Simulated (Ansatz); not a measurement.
# Equilibrium lattice constant a of some cubic simple (sp) metals

Method: r²SCAN (Ansatz, an electronic-structure program, plane waves, PAW). References are measured values corrected to a static lattice.

Values in Å.

```tsv
solid	reference	r²SCAN	error (%)
fcc Pb	4.902¶	4.994	+1.88
fcc Al	4.018	3.992	-0.65
bcc K	5.212¶	5.348	+2.61
bcc Li	3.449¶	3.477	+0.81
fcc Sr	6.045¶	6.101	+0.93
bcc Cs	6.039¶	6.273	+3.87
bcc Rb	5.576¶	5.747	+3.07
bcc Ba	4.995¶	5.070	+1.50
bcc Na	4.214	4.223	+0.21
fcc Ca	5.553¶	5.568	+0.27
```

Over these 10 solids the mean error is +1.45 %, the mean absolute error 1.58 % (median 1.21 %), and the worst case bcc Cs at +3.87 %; the value is too high in 9 of 10 cases.

All these references are brought to a static lattice.

Spin–orbit coupling is left out, also for the solids with elements from indium on (fcc Pb, bcc Cs, bcc Ba); its size isn't shown.

¶ marks references of a special kind: fcc Pb, 4.902 Å (measured, low-temperature or extrapolated to 0 K; zero-point anharmonic expansion removed, our sources range from 4.902 to 4.912; as tabulated in Csonka et al. (2009), arXiv:0903.4037); bcc K, 5.212 Å (measured, low-temperature or extrapolated to 0 K; zero-point anharmonic expansion removed; as tabulated in Csonka et al. (2009), arXiv:0903.4037); bcc Li, 3.449 Å (measured, low-temperature or extrapolated to 0 K; zero-point anharmonic expansion removed, our sources range from 3.443 to 3.453; as tabulated in Csonka et al. (2009), arXiv:0903.4037); fcc Sr, 6.045 Å (measured, low-temperature or extrapolated to 0 K; zero-point anharmonic expansion removed; as tabulated in Csonka et al. (2009), arXiv:0903.4037); bcc Cs, 6.039 Å (measured, low-temperature or extrapolated to 0 K; zero-point anharmonic expansion removed; as tabulated in Csonka et al. (2009), arXiv:0903.4037); bcc Rb, 5.576 Å (measured, low-temperature or extrapolated to 0 K; zero-point anharmonic expansion removed; as tabulated in Csonka et al. (2009), arXiv:0903.4037); bcc Ba, 4.995 Å (measured, low-temperature or extrapolated to 0 K; zero-point anharmonic expansion removed, our sources range from 4.995 to 5.004; as tabulated in Csonka et al. (2009), arXiv:0903.4037); fcc Ca, 5.553 Å (measured, low-temperature or extrapolated to 0 K; zero-point anharmonic expansion removed; as tabulated in Csonka et al. (2009), arXiv:0903.4037).

Differences are worked out from the printed values.

Ansatz's density-functional and Hartree–Fock values are scalar-relativistic unless marked +SOC, with PAW data made under PBE.

Not in this set, of the simple (sp) metals with a reference value in our tables and a result at some level: 7 for a reference at room or unstated temperature. These can be a level's best or worst cases. Solids without a released value at any level aren't counted. Layered and molecular crystals are counted apart. The metals Ce to Yb are counted apart.

References as tabulated in Csonka et al. (2009), arXiv:0903.4037; Mejia-Rodriguez and Trickey (2018), arXiv:1807.09216.
